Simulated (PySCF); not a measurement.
**Highest orbital energy against ionisation energy along the second row**

Calculated with PySCF 2.14, no spin-orbit coupling. Each cell gives −ε(HOMO) / ΔSCF in eV; NIST values include spin-orbit coupling, (s) semi-empirical, (t) theoretical.

```csv
species,UHF,LDA,PBE,PBE0,r2SCAN,NIST (lowest levels)
"Li (aug-cc-pV5Z, non-relativistic)",5.343 / 5.343,3.165 / 5.473,3.225 / 5.586,3.830 / 5.569,3.252 / 5.389,5.392
"Be (aug-cc-pV5Z, non-relativistic)",8.416 / 8.043,5.599 / 9.027,5.609 / 8.996,6.493 / 8.971,5.742 / 8.790,9.323
"B (aug-cc-pV5Z, non-relativistic)",8.676 / 8.043,4.113 / 8.648,4.173 / 8.675,5.376 / 8.648,4.587 / 8.772,8.298
"C (aug-cc-pV5Z, non-relativistic)",11.948 / 10.800,6.128 / 11.693,6.099 / 11.541,7.652 / 11.514,6.575 / 11.668,11.260
"N (aug-cc-pV5Z, non-relativistic)",15.536 / 13.894,8.404 / 15.009,8.304 / 14.730,10.216 / 14.701,8.895 / 14.805,14.534
"O (aug-cc-pV5Z, non-relativistic)",14.196 / 12.024,7.448 / 14.004,7.601 / 14.061,9.485 / 13.847,7.922 / 13.715,13.618
"F (aug-cc-pV5Z, non-relativistic)",18.500 / 15.651,10.365 / 17.957,10.307 / 17.653,12.567 / 17.442,10.789 / 17.536,17.423
"Ne (aug-cc-pV5Z, non-relativistic)",23.142 / 19.657,13.553 / 22.185,13.348 / 21.654,15.997 / 21.444,13.981 / 21.479,21.565
```

How far is −ε(HOMO) from ΔSCF on average for each method, and why?

UHF 1.54 eV; LDA -5.65 eV; PBE -5.53 eV; PBE0 -3.82 eV; r2SCAN -5.05 eV. Hartree-Fock orbital energies lack relaxation and so exceed the ΔSCF value; semilocal functionals have convex E(N) from self-interaction, so their HOMO lies far too high; exact exchange moves hybrids part of the way back.
